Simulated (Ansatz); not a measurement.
# Al–GaH–Cl, triplet: reading a ladder of total energies

Geometry: displaced at random from a stationary point.

```xyz
4

Al    0.1099   -0.7290    2.1272
Ga   -0.0550    0.6116    0.0464
Cl    0.0216   -0.7069   -1.7063
H     0.1047    2.0775   -0.1340
```

Basis cc-pVDZ; Ansatz 0.2.0. Only valence electrons are correlated (noble-gas cores and the filled d shells of p-block atoms frozen), which leaves 14 electrons in 44 orbitals. R marks a restricted (for open shells ROHF) determinant, U an unrestricted one. No spin–orbit coupling is included, and no scalar relativity.

Full CI isn't at hand for all of this; UCCSDT(Q) serves as the reference, and is uncertain by about the last step of the cluster series.

Runs differ by some tens of microhartree through their thresholds and, for an open shell, their frozen cores, so steps under 0.03 kcal/mol mean nothing.

```
    level  total energy (hartree)
      UHF            -2625.227832
     UMP2            -2625.449193
    UCCSD            -2625.484942
 UCCSD(T)            -2625.491975
   UCCSDT            -2625.493413
UCCSDT(Q)            -2625.494037
```

**Question.** What is the correlation energy at UCCSDT(Q), and what share of it do UMP2 and UCCSDT recover?

**Answer.** E(corr) = -2625.494037 − (-2625.227832) = -0.266205 hartree = -7.244 eV. UMP2: -0.221361 / -0.266205 = 83.15 %. UCCSDT: -0.265581 / -0.266205 = 99.77 %.

**Question.** By how many kcal/mol does UCCSD(T) miss UCCSDT(Q) (1 hartree = 627.509 kcal/mol), and which steps make up the rest?

**Answer.** -2625.491975 − (-2625.494037) = 0.002062 hartree = 1.29 kcal/mol. Steps: UCCSDT − UCCSD(T) = -0.90, UCCSDT(Q) − UCCSDT = -0.39 kcal/mol. Differences between like states or geometries often cancel part of this.
